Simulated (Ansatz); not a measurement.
Run this with Ansatz's Python interface and show what comes out.

The script, `field_ch6osi.py`:
```python
"""Dipole of CH6OSi in the field of point charges."""

import logging
import sys

import ansatz as az
import numpy as np

logging.basicConfig(stream=sys.stdout, format="%(levelname)s:%(name)s:%(message)s")
logger = logging.getLogger("ch6osi")
logger.setLevel(logging.INFO)

SETTINGS = {
    "basis_set": "def2-SVPD",
    "xc": "HF",
}


def main() -> None:
    geometry_ang = [
        ("O", (-1.2555, -0.1527, -1.1674)),
        ("C", (-0.1458, 0.4188, -0.5299)),
        ("Si", (0.4737, -0.5067, 0.9483)),
        ("H", (-1.4371, 0.4927, -1.9287)),
        ("H", (-0.3784, 1.4396, -0.2444)),
        ("H", (0.6518, 0.4918, -1.2824)),
        ("H", (-0.4807, -0.5578, 2.0532)),
        ("H", (1.7459, 0.2044, 1.4909)),
        ("H", (0.9145, -1.8765, 0.6432)),
    ]
    geometry = az.Crystal.molecule()
    for symbol, xyz in geometry_ang:
        geometry = geometry.atom(symbol, xyz)

    calc = (
        geometry.calculation()
        .basis(gaussian=SETTINGS["basis_set"])
        .functional(SETTINGS["xc"])
        .forces()
    )
    # charges +q and -q at -R and +R make a nearly even field 2 k q / R^2 at the centre
    centre = np.mean([site.position_ang for site in geometry.cartesian_sites], axis=0)
    field = 2 * 14.399645 * 3.0 / 40.0 ** 2


    def dipole(axis, sign):
        arm = 40.0 * np.eye(3)[axis]
        pair = [{"charge": sign * 3.0, "position_ang": (centre - arm).tolist()}, {"charge": -sign * 3.0, "position_ang": (centre + arm).tolist()}]
        deck = calc.input().set(az.key.basis.gaussian.point_charges, pair)
        return np.array(az.Session.from_dict(deck).plan().execute().report["charge_distribution"]["dipole_moment_e_ang"])


    logger.info(f"field {field:.4f} V/A")
    alpha = np.array([(dipole(axis, 1) - dipole(axis, -1)) / (2 * field) * 14.399645 for axis in range(3)])
    logger.info("polarisability tensor (A^3)")
    print(np.array2string(alpha, precision=3, suppress_small=True))
    logger.info(f"mean {np.trace(alpha) / 3:.3f} A^3 = {np.trace(alpha) / 3 / 0.14818471:.2f} bohr^3")


if __name__ == "__main__":
    main()
```

```console
$ python field_ch6osi.py
INFO:ch6osi:field 0.0540 V/A
INFO:ch6osi:polarisability tensor (A^3)
[[ 6.441 -0.031  0.563]
 [-0.036  6.214 -0.326]
 [ 0.559 -0.328  6.798]]
INFO:ch6osi:mean 6.484 A^3 = 43.76 bohr^3
```

The geometry is a force-field or estimated start, not a minimum of this method, and the basis set is short of its limit. The field of two point charges is only nearly even. Hardware and time: 12 s on 1 thread of Intel(R) Xeon(R) Platinum 8375C CPU @ 2.90GHz (Ice Lake), with other jobs on the host, peak memory 0.28 GiB.

(Lines on the test bed's own set-up are left out of the output.)
